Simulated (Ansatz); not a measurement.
Mulliken charges of C$_{2}$H$_{3}$NO (`COC#N`) from r2SCAN/def2-TZVPP in Ansatz (PBE0-D4/def2-TZVP geometry).

```csv
atom,x (Å),y (Å),z (Å),charge (e)
C1,-0.322,0.711,-0.298,0.002
O2,0.883,-0.058,-0.099,-0.238
C3,0.710,-1.201,0.454,0.119
N4,0.589,-2.236,0.950,-0.154
H5,-1.005,0.165,-0.949,0.092
H6,-0.792,0.914,0.665,0.092
H7,0.000,1.636,-0.769,0.087
```

Q: By hand: the dipole of these point charges (1 e Å = 4.8032 D).

A: Σ q r = (-0.382, 0.458, -0.162) e Å, of length 0.618 e Å = 2.97 D.

Q: How does the dipole of the full density compare? (Estimate.)

A: The calculation gave: (-0.298, 0.846, -0.353) e Å, 4.63 D; the point charges give 0.64 times that, at 20° from its direction.

Point charges leave out the atoms' own dipoles, such as those of lone pairs, and Mulliken's split depends on the basis, so the two needn't agree.
